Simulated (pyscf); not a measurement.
Structures and frequencies: ωB97X-D3(BJ)/def2-SVP in PySCF.

Task: For H₂B–O–GeH₃ + HF -> HO–GeH₃ + H₂B–F, a four-centre exchange (singlet surface; B–O, F–H broken, H–O, B–F formed), PBE/def2-TZVP gives ΔE‡ = 0.26 eV and ΔE = -0.01 eV (zero: the separated reactants). In which direction and how far do PBE0-D3(BJ)/def2-TZVP, M06-2X/def2-TZVP, ωB97M-D3(BJ)/def2-TZVP move these?

Result: PBE0-D3(BJ): ΔE‡ = 0.33 eV, ΔE = +0.02 eV; M06-2X: ΔE‡ = 0.38 eV, ΔE = +0.02 eV; ωB97M-D3(BJ): ΔE‡ = 0.41 eV, ΔE = 0.00 eV. PBE's barrier lies under all of them, by 0.07 to 0.15 eV. Its reaction energy lies under all of them, by 0.01 to 0.03 eV. On the reactant side the descent ends in a bound adduct, 0.36 eV under the separated species and 0.78 eV under the saddle at ωB97X-D3(BJ)/def2-TZVP. On the product side the descent ends in an adduct with a B–O contact, 0.63 eV under the separated species and 1.03 eV under the saddle at ωB97X-D3(BJ)/def2-TZVP. What is counted as broken (B–O) persists as a longer contact in the product adduct; parting that adduct is a step of its own. This is the saddle that the search found; another between the same sides may lie lower. Elements up to Kr have no core potential and no relativistic terms here.
